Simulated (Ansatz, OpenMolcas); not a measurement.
## Worked example: vertical ionisation energy of C3H5Cl (2-chloropropene)

The species is C3H5Cl (9 atoms), meant as a singlet with charge 0. As SMILES, `C=C(C)Cl`. The coordinates come from a PBE0-D4/def2-TZVP relaxation.

Both states at this one shape; open shells run unrestricted unless said. 1 Eh = 27.2114 eV.

```tsv
level	program	singlet C3H5Cl (Eh)	doublet C3H5Cl+ (Eh)
B3LYP/6-31G* (Cartesian functions)	Ansatz	-577.506380	-577.161700
PBE-QIDH/def2-SVP, 8 core orbitals frozen	Ansatz	-576.827489	-576.473008
CCSD(T)/def2-SVP, open shells restricted, 8 core orbitals frozen	OpenMolcas	-576.373311	-576.024291
```

Problem. Work out the vertical ionisation energy at each level.

Solution. 
1. B3LYP/6-31G* (Cartesian functions): -577.161700 − (-577.506380) = 0.344680 Eh = 9.38 eV.
2. PBE-QIDH/def2-SVP: -576.473008 − (-576.827489) = 0.354481 Eh = 9.65 eV.
3. CCSD(T)/def2-SVP, open shells restricted: -576.024291 − (-576.373311) = 0.349020 Eh = 9.50 eV.

No measured value is set beside it here; the levels span 9.38 to 9.65 eV.
